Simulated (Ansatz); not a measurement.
# H2Cl radical (built from SMILES Cl.[H]): functionals against CCSD(T) at one geometry

One table from this session's results is given with a row withheld; the runs are named, their logs left out.

The runs use Ansatz 0.2.0, Gaussian basis; single points in def2-TZVPP.

Cores are frozen in the correlated methods. Orbitals are unrestricted.

## Starting geometry

3 atoms, charge 0, spin multiplicity 2.

Atoms are counted from 1 here; the program's logs count them from 0.

No contacts short enough for the rule that draws bonds.

Coordinates:

```
atom    x (Å)    y (Å)    z (Å)
  H1  -0.2889  -0.0548  -0.0198
 Cl2   1.4186  -0.3015  -0.5435
  H3  -1.1213   0.2960   0.2148
```

The first run:

run/in.yaml reads:

```yaml
crystal:
  periodic: [false, false, false]
  atoms:
    - {symbol: H, position_ang: [-0.288900, -0.054800, -0.019800]}
    - {symbol: Cl, position_ang: [1.418600, -0.301500, -0.543500]}
    - {symbol: H, position_ang: [-1.121300, 0.296000, 0.214800]}
basis:
  gaussian: {orbitals: def2-TZVPP}
magnetization: {spin_polarized: true, initial_magnetization: 1}
correlation: {method: ccsd_t}
scf: {omitted_lower_state_checks: [cluster_reference]}
output: {forces: true}
```

The command line of these runs was not kept.

Among the steps run: CCSD(T)/def2-TZVPP; PBE0-D4/def2-TZVPP; wB97M-V/def2-TZVPP; r2SCAN-D4/def2-TZVPP; PBE-D4/def2-TZVPP; revPBE-D4/def2-TZVPP; BHLYP-D4/def2-TZVPP.

One of the session's tables, all rows but one given; the rest of the session is left out.

| method | RMS force component (eV/Å) | angle to CCSD(T) forces (°) | dipole (D) |
| --- | --- | --- | --- |
| CCSD(T) | 1.227 | reference | 0.84 |
| PBE0-D4 | 0.986 | 10.7 | 1.27 |
| wB97M-V | 1.157 | 4.2 | 1.10 |
| r2SCAN-D4 | ? | ? | ? |
| PBE-D4 | 0.818 | 15.8 | 1.40 |
| revPBE-D4 | 0.812 | 11.2 | 1.34 |
| BHLYP-D4 | 1.232 | 1.7 | 1.06 |

**Question.** Estimate the row for r2SCAN-D4.

As computed: RMS force component (eV/Å): 0.935; angle to CCSD(T) forces (°): 13.9; dipole (D): 1.39. In the column «RMS force component (eV/Å)» it lies between PBE-D4 (0.818) and PBE0-D4 (0.986).
